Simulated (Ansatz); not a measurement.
Rutile MnF2, treated with LDA (plane waves, PAW; Ansatz, a program for electronic structure).

Settings: plane-wave cutoff 520 eV, 8×8×10 k mesh (along the axes of the cell as run), Fermi–Dirac smearing 0.01 eV, spin-polarised with opposed moments, scalar-relativistic PAW data made under PBE.

Results at a series of volumes:

```
V (Å³/atom)  E − E_lowest (meV/atom)  P (GPa)
-----------  -----------------------  -------
11.684                          7.08     4.83
11.927                          1.71     2.28
12.171                          0.00     0.01
12.414                          1.57    -2.03
12.657                          6.07    -3.85
```

Task: Fit the third-order Birch–Murnaghan equation and give B0 and B′.

Result: V0 = 12.171 Å³/atom, B0 = 108 GPa, B′ = 4.6 (fit to the energies at full precision).

Shape and atoms are relaxed at each volume.

Note: without U or exact exchange, gaps and moments of open d shells tend to come out too small.

Computing time: roughly 22 core-minutes.
